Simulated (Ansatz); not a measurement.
Energy needed to pull apart SiNH$_{3}$ (SMILES N[SiH]), closed shell, into free ground-state atoms, from the structure below (displaced at random from its PBE0-D4/def2-TZVP minimum); no zero-point or spin–orbit terms; open-shell atoms are treated unrestricted, in their ground-state multiplicity.

| atom | x (Å) | y (Å) | z (Å) |
| --- | --- | --- | --- |
| N1 | -0.2529 | -0.4287 | 0.1195 |
| Si2 | 0.0855 | 1.1342 | 0.4130 |
| H3 | 0.1200 | -1.1076 | -0.6240 |
| H4 | -1.0573 | -1.0400 | 0.5333 |
| H5 | 1.2181 | 1.2413 | -0.5682 |

Computed with Ansatz 0.2.0 (basis: def2-TZVPP); correlated methods freeze the cores.

```json
{"method": "PBE-D4", "atomization energy (kcal/mol)": "363.2"}
{"method": "r2SCAN-D4", "atomization energy (kcal/mol)": "?"}
{"method": "PBE0-D4", "atomization energy (kcal/mol)": "353.6"}
{"method": "wB97M-V", "atomization energy (kcal/mol)": "362.1"}
{"method": "HF", "atomization energy (kcal/mol)": "235.2"}
{"method": "MP2", "atomization energy (kcal/mol)": "?"}
{"method": "CCSD", "atomization energy (kcal/mol)": "339.9"}
{"method": "CCSD(T)", "atomization energy (kcal/mol)": "345.6"}
```

(1) What does r2SCAN-D4 give? (To be estimated.)

(2) What does MP2 give? (Judge from chemistry; the value comes from the calculation.)

The T1 diagnostic stays at or below 0.015. The restricted Hartree–Fock reference is unstable towards an unrestricted one here.

Answers

(1) By the calculation: 353.5 kcal/mol, which is about 8.0 kcal/mol more than CCSD(T)/def2-TZVPP.

(2) By the calculation: 345.3 kcal/mol, which is about 0.3 kcal/mol less than CCSD(T)/def2-TZVPP.

In triple zeta the MP2 and coupled-cluster atomization energies are still short of their basis limit by a few kcal/mol a bond, whereas those of the functionals are nearly converged, so these differences are not deviations from converged CCSD(T).

For scale, one of the runs: CCSD(T)/def2-TZVPP forces, 115 basis functions (an equivalent command: `ansatz run in.yaml --threads 2`). The run took 10 s on 2 CPU threads (shared host), with 0.7 GiB of host memory at its peak.
